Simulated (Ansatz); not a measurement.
in.yaml

```yaml
crystal:
  periodic: [false, false, false]
  atoms:
    - {symbol: Al, position_ang: [0.000000, 0.000000, 0.000000]}
    - {symbol: O, position_ang: [0.000000, 0.000000, 1.636900]}
basis:
  gaussian: {orbitals: aug-cc-pVDZ}
magnetization: {spin_polarized: false, initial_magnetization: 1}
correlation: {method: sc_nevpt2, electrons: outside_noble_gas, active_space: {window: {electrons: 9, orbitals: 8}, shells: [{species: Al, l: s, shell: 3}, {species: Al, l: p, shell: 3}, {species: O, l: s, shell: 2}, {species: O, l: p, shell: 2}]}}
```

```sh
$ ansatz run in.yaml --threads 1 --pin off --events-out ev --progress --plain --max-ram 2393MiB
```

The program prints:

```
816 factors; integrals over basis functions are off by at most 1.4e-7 eV
mean field evaluation 1: about -8612.0511 eV, gradient 5.1e1 eV
mean field evaluation 2: about -8612.0524 eV, gradient 5.1e1 eV
mean field evaluation 4: about -8618.4714 eV, gradient 8.3e0 eV
mean field evaluation 8: about -8618.7174 eV, gradient 5.3e-1 eV
mean field evaluation 16: about -8618.7287 eV, gradient 1.2e-6 eV
mean field evaluation 32: about -8618.9010 eV, gradient 2.4e-4 eV
mean field evaluation 64: about -8618.7287 eV, gradient 1.0e-6 eV
mean field evaluation 96: about -8611.9546 eV, gradient 1.5e1 eV
mean field evaluation 128: about -8618.7267 eV, gradient 2.2e-1 eV
mean field -8619.39475874 eV, -316.7569149479 hartree, gradient 1.7e-6 eV, S^2 0.750000; 10 other end points of the search recorded, 0 dependent functions left out
reference -8619.39475874 eV, -316.7569149479 hartree; 11, 10 occupied and 39, 40 virtual orbitals, 816 factors
state -8622.30065446 eV, -316.8637046462 hartree
state -8622.30065446 eV, -316.8637046462 hartree; corrected -8625.54456832 eV, -316.9829162817 hartree
Total energy: -8625.54456832 eV, -316.9829162817 hartree
Checks for a lower state left out: starts, orbital_swaps
```

Natural occupations: 1.9965 1.9575 1.9515 1.9515 1.0116 0.0493 0.0493 0.0327.

Ran on 1 thread of Arm Neoverse V2, shared host: 3.7 s wall, 0.18 GiB peak host memory.
